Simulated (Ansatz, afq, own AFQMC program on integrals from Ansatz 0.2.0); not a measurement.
# Where AFQMC and coupled cluster stand for Al2H, quartet

```xyz
3

Al    0.0000    0.0000    0.2591
Al    0.0000    0.0000   -2.1014
H     0.0000    0.0000    1.8423
```

Connectivity, by distances: AlH–Al.

Basis 6-31G. Noble-gas cores (and the filled d shells of Ga–Kr and In–Xe) are frozen. Ansatz 0.2.0 and our own AFQMC program on the same integrals; the CISD trial comes from CCSD amplitudes, and released means the phaseless constraint is let go. ± is one standard error of the sampling.

Determinant: UHF, the one that the program's search chose, which needn't be the lowest solution. The geometry is a point of a scan.

Full CI on the same integrals is exact in this basis and with this determinant's frozen core.

Cautions: lower spins were not checked.

```
T1 diagnostic                               : 0.0302
weight of the determinant in the CISD state : 0.903
⟨S²⟩ of the determinant                     : 3.761
size of the correlated space                : 7 electrons in 18 orbitals
```

Reference: full CI, correlation energy -1.926 eV. The released energy is read at 2.40 1/Eh (meV from the phaseless value at times in 1/Eh: -1.0 ± 1.2 at 0.24, -2.7 ± 1.1 at 0.51, -3.9 ± 0.8 at 0.99, -6.3 ± 0.9 at 1.62, -6.6 ± 0.8 at 2.40).

```json
{"level": "HF", "E − E(reference) (mEh)": "70.78", "share of correlation (%)": "0.00"}
{"level": "MP2", "E − E(reference) (mEh)": "23.84", "share of correlation (%)": "66.32"}
{"level": "CCSD", "E − E(reference) (mEh)": "2.88", "share of correlation (%)": "95.93"}
{"level": "CCSD(T)", "E − E(reference) (mEh)": "1.09", "share of correlation (%)": "98.46"}
{"level": "CCSDT", "E − E(reference) (mEh)": "0.30", "share of correlation (%)": "99.58"}
{"level": "CCSDT(Q)", "E − E(reference) (mEh)": "0.11", "share of correlation (%)": "99.85"}
{"level": "CCSDTQ", "E − E(reference) (mEh)": "0.02", "share of correlation (%)": "99.98"}
{"level": "ph-AFQMC/HF", "E − E(reference) (mEh)": "3.99 ± 0.54", "share of correlation (%)": "94.36"}
{"level": "ph-AFQMC/CISD", "E − E(reference) (mEh)": "0.39 ± 0.06", "share of correlation (%)": "99.44"}
{"level": "released AFQMC", "E − E(reference) (mEh)": "0.15 ± 0.03", "share of correlation (%)": "99.78"}
```

CCSDT and higher add their correlation energy to the determinant of the CCSD(T) run, since their own runs factorise the integrals more tightly (a shift of under 2 meV). A walk keeps the symmetry of its determinant, which the program's search chose and which needn't be the lowest solution, so a lower state of the same spin and another symmetry isn't excluded. Released energies are given only where the last usable release times agree within the noise; a slower fall can still hide under it.
